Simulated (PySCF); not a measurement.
Gas-phase reaction: 2 HPO3 = 2 PO2 + H2O2

Method: PySCF energies plus ideal-gas RRHO corrections (1 bar). † marks an energy on the PBE0/def2-TZVP geometry and frequencies; other levels use their own. Open shells (unrestricted): PO2 (multiplicity 2); the rest are closed-shell singlets. HPO3: computed as isolated molecules; such fragments, hydroxides, amides, oligomers or adducts are transient or little studied in the gas.

LDA/def2-TZVP† gives ΔH°(298 K) = 705 kJ.

**Question.** What do PBE0/def2-SVP†, ωB97M-V/def2-TZVP†, PBE0/def2-TZVP give?

**Answer.** PBE0/def2-SVP†: 622 kJ; ωB97M-V/def2-TZVP†: 694 kJ; PBE0/def2-TZVP: 674 kJ. For scale, ΔH°(298 K) is 705 kJ at this level, 694 kJ at ωB97M-V/def2-TZVP†, and runs from 574 to 715 kJ over the 20 levels computed.
